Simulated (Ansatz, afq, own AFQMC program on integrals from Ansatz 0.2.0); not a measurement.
Where AFQMC and coupled cluster stand for CH3S, doublet

```xyz
5

C    -0.0084    0.0000    1.4832
S     0.0003    0.0000   -0.7307
H     1.0424    0.0000    1.7962
H    -0.4759    0.8983    1.8881
H    -0.4759   -0.8983    1.8881
```

Connectivity, by distances: CH3–S.

Basis cc-pVDZ. Only valence electrons are correlated. AFQMC by an in-house program on the Cholesky factors that Ansatz 0.2.0 writes for its CCSD(T) run. ph-AFQMC/CISD is guided by a CISD state made of CCSD amplitudes; releasing the constraint for a short imaginary time cuts its bias at the price of noise, slowly where states lie close. Uncertainties: one standard error, sampling alone.

Determinant: UHF, the one that the program's search chose, which needn't be the lowest solution. The geometry is a point of a scan.

No full CI on the walks' own integrals is used here; CCSDT(Q) serves as the reference and is uncertain by about the last step of the cluster series.

Cautions: unrestricted determinant slightly spin contaminated (⟨S²⟩ 0.85 against 0.75).

* T1 diagnostic: 0.0269
* weight of the determinant in the CISD state: 0.854
* ⟨S²⟩ of the determinant: 0.849
* size of the correlated space: 13 electrons in 41 orbitals

Reference: CCSDT(Q), correlation energy -8.233 eV. The released energy is read at 2.40 1/Eh (meV from the phaseless value at times in 1/Eh: -23 ± 17 at 0.24, -41 ± 19 at 0.51, -30 ± 17 at 0.99, -47 ± 18 at 1.62, -28 ± 18 at 2.40).

```tsv
level	E − E(reference) (meV)	share of correlation (%)
HF	8233.4	0.00
MP2	1390.0	83.12
CCSD	286.0	96.53
CCSD(T)	49.4	99.40
CCSDT	16.7	99.80
ph-AFQMC/CISD	30.2 ± 14.1	99.63
released AFQMC	2.3 ± 18.2	99.97
```

A walk keeps the symmetry of its determinant, which the program's search chose and which needn't be the lowest solution, so a lower state of the same spin and another symmetry isn't excluded. Released energies are given only where the last usable release times agree within the noise; a slower fall can still hide under it.
